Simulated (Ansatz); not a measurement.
# C2H3 (doublet): wave-function methods side by side at distance C1–H3 = 3.773 Å, cc-pVDZ

Aim: climb from Hartree-Fock through coupled cluster and multireference methods for C2H3 (doublet) at one geometry and basis, and see what each rung misses.

Program: Ansatz 0.2.0, Gaussian basis. Level of theory: cc-pVDZ, core rule «outside noble gas», up to 2 orbitals frozen. These are calculated values, not measurements.

Plan: UHF; CCSD(T) on ROHF; CCSD(T) on UHF; BCCD(T) on ROHF; CISD; CCSDT(Q) on ROHF; CCSDT(Q) on UHF; CASSCF and MRCISD+Q, 3 electrons in 3 orbitals; CASSCF and NEVPT2, 3 electrons in 3 orbitals.

23 further runs of the same task are left out: 1 for a mislabelled method, 18 that didn't finish, 4 set aside as unsound or not needed.

### Step 1. What is computed

The geometry derives from a PBE0/def2-TZVP stationary point (not a proven minimum). One bond is set to the value named and the two fragments are kept rigid.

5 atoms, charge 0, spin multiplicity 2.

Atoms are counted from 1 here; the program's logs count them from 0.

Bond lengths: C1–C2 1.428 Å, C1–H4 1.099 Å, C1–H5 1.099 Å. Angles: C2–C1–H4 118.1°, C2–C1–H5 118.1°, H4–C1–H5 112.4°.

### Step 2. UHF

in.yaml reads:

```yaml
crystal:
  periodic: [false, false, false]
  atoms:
    - {symbol: C, position_ang: [-0.110586, 0.000000, 0.593183]}
    - {symbol: C, position_ang: [-0.124256, 0.000000, -0.834488]}
    - {symbol: H, position_ang: [3.662006, -0.000012, 0.648725]}
    - {symbol: H, position_ang: [-0.431807, 0.912927, 1.113349]}
    - {symbol: H, position_ang: [-0.431813, -0.912924, 1.113349]}
basis:
  gaussian: {orbitals: cc-pVDZ}
magnetization: {spin_polarized: true, initial_magnetization: 1}
hamiltonian: {xc: hf}
output: {orbitals: {seedname: orbitals}}
```

Run with:

```bash
> ansatz run in.yaml --threads 1 --pin off --events-out ev --progress --plain --max-ram 2393MiB
```

After this run come: CCSD(T) on ROHF; CCSD(T) on UHF; BCCD(T) on ROHF; CISD; CCSDT(Q) on ROHF; CCSDT(Q) on UHF; CASSCF and MRCISD+Q, 3 electrons in 3 orbitals; CASSCF and NEVPT2, 3 electrons in 3 orbitals.

Before running them: what should the planned runs give, taken together? Wanted: UCCSDT(Q) below the RHF energy; RMP2 from UCCSDT(Q); UMP2 from UCCSDT(Q); RCCSD from UCCSDT(Q); RCCSD(T) from UCCSDT(Q); UCCSD(T) from UCCSDT(Q); RCCSDT(Q) from UCCSDT(Q); NEVPT2 pair from UCCSDT(Q); MRCISD+Q pair from UCCSDT(Q).

The runs gave:

| quantity | value |
| --- | --- |
| UCCSDT(Q) below the RHF energy | -7.7658 eV |
| RMP2 from UCCSDT(Q) | +118.6 kJ/mol |
| UMP2 from UCCSDT(Q) | +167.7 kJ/mol |
| RCCSD from UCCSDT(Q) | +34.7 kJ/mol |
| RCCSD(T) from UCCSDT(Q) | +5.2 kJ/mol |
| UCCSD(T) from UCCSDT(Q) | +7.4 kJ/mol |
| RCCSDT(Q) from UCCSDT(Q) | +0.3 kJ/mol |
| NEVPT2 pair from UCCSDT(Q) | +111.3 kJ/mol |
| MRCISD+Q pair from UCCSDT(Q) | +10.1 kJ/mol |
| levels within 1 kcal/mol (43 meV) | RCCSDT, UCCSDT, RCCSDT(Q) |
| T1 diagnostic | 0.018 |

In words: RCCSD(T) lands +5.2 kJ/mol from the yardstick (0.7 % of the correlation energy). CCSD(T) misses by +5.2 kJ/mol on the restricted determinant and by +7.4 kJ/mol on the unrestricted one; the two need not hold the same state or core. Of the multireference levels listed MRCISD+Q pair comes nearest in total energy (+10.1 kJ/mol), which doesn't show that its space is the better one. Coupled cluster took another determinant than the lowest Hartree-Fock one. These misses are within one basis, not against nature; the frozen cores of restricted and unrestricted runs differ, which can shift their rows.
